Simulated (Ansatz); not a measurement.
## AlBH₅N, SMILES B[NH][AlH2]: a search for lower mean-field states, step by step

Computed with Ansatz's Python interface.

Notebook, run cell by cell (the value of a cell's last expression is shown):

```python
import ansatz as az
import numpy as np
```

```python
GEOMETRY = """
B    -0.68040    0.78550   -0.70180
N     0.18380    0.80340    0.49960
Al    0.94810   -0.93030    0.57860
H    -1.58460    0.11260   -0.78180
H    -0.60700    1.67850   -1.53690
H    -0.41960    0.92870    1.34250
H     2.16350   -1.28790   -0.44550
H     0.08840   -2.14770    0.98960
"""
```

```python
geometry = az.Crystal.molecule()
for line in GEOMETRY.strip().splitlines():
    symbol, *xyz = line.split()
    geometry = geometry.atom(symbol, [float(v) for v in xyz])
symbols = [site.symbol for site in geometry.cartesian_sites]
```

```python
start = np.array([site.position_ang for site in geometry.cartesian_sites])
for factor in [1.0, 1.25, 1.6]:
    xyz = (start - start.mean(axis=0)) * factor
    scaled = az.Crystal.molecule()
    for symbol, place in zip(symbols, xyz):
        scaled = scaled.atom(symbol, place.tolist())
    job = scaled.calculation()
    job = job.basis(gaussian="cc-pVDZ").functional("hf")
    job = job.spin("collinear")
    for search in ("off", "standard"):
        try:
            r = job.scf(lower_state_search=search).run(threads=1, pin="off").report
        except az.AnsatzError as error:
            print(f"x{factor} search {search}: {type(error).__name__}")
            continue
        state = r["mean_field"]["state"]
        print(f"all distances x{factor}, search {search:8s} E = {r['free_energy_ev']:.5f} eV  <S^2> = {abs(state['spin_squared']):.3f}  other states met: {len(r['mean_field']['others'])}")
```

    all distances x1.0, search off      E = -8814.98564 eV  <S^2> = 0.000  other states met: 0
    all distances x1.0, search standard E = -8814.98564 eV  <S^2> = 0.000  other states met: 0
    all distances x1.25, search off      E = -8808.40234 eV  <S^2> = 0.000  other states met: 0
    all distances x1.25, search standard E = -8808.40248 eV  <S^2> = 0.022  other states met: 3
    all distances x1.6, search off      E = -8794.43633 eV  <S^2> = 0.000  other states met: 0
    all distances x1.6, search standard E = -8800.00660 eV  <S^2> = 3.120  other states met: 7

Total energies depend on the basis set; only differences at equal settings carry meaning. The count of other states can hold repeated and symmetry-equivalent ends of the search; scaling all distances is a test, and for more than two atoms no physical path. The structure is a rough, unrelaxed start. The expectation value of S² is noticeably off S(S+1) in at least one run, so that state is spin-contaminated. Timing: 14 s on 1 thread of Arm Neoverse V1, with other jobs on the host, peak memory 0.21 GiB.
